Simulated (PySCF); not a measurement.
Calculation: PBE-D3(BJ)/def2-TZVP // PBE0-D4/def2-TZVP (PySCF). Isolated molecules, 0 K electronic values unless said otherwise. Excitations are Tamm–Dancoff values on a coarser integration grid. The basis has no diffuse functions, so Rydberg states are missing or too high.

Reference species (SMILES): `c1ccsc1` (neutral, multiplicity 1).

```yaml
dipole_moment: 0.43 D
T1 excitation (TDA): 3.93 eV
```

Changed species: `c1cnsc1` (1 ring CH replaced by N; the reference has parent ring).

Give the shifts of the dipole moment and T1 excitation (TDA).

the dipole moment rises by 1.84 D, to 2.27 D; the T1 excitation (TDA) rises by 0.33 eV, to 4.26 eV.
